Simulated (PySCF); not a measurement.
## PS, r²SCAN: how much the basis matters

PySCF, UKS reference; doublet, unpaired electrons π ↑; De to P + S without counterpoise correction.

| basis | relativity | functions | Re (Å) | ωe (cm⁻¹) | De (eV) | μ (D) |
| --- | --- | --- | --- | --- | --- | --- |
| def2-SVP | no relativity | 36 | 1.915 | 754 | 4.35 | -0.64 |
| cc-pV(D+d)Z | no relativity | 46 | 1.910 | 754 | 4.44 | -0.66 |
| def2-TZVPP | no relativity | 84 | 1.900 | 757 | 4.58 | -0.59 |

Task: How does each smaller set differ from the one with most functions, def2-TZVPP?

Result: def2-SVP: +1.5 pm, -0.4 % in ωe, -0.23 eV in De; cc-pV(D+d)Z: +1.0 pm, -0.4 % in ωe, -0.14 eV in De. All at r²SCAN; the set with most functions is neither the basis-set limit nor always the best.

A positive dipole means P(−)S(+). The state was picked by a PBE0 search and need not be the measured ground state.
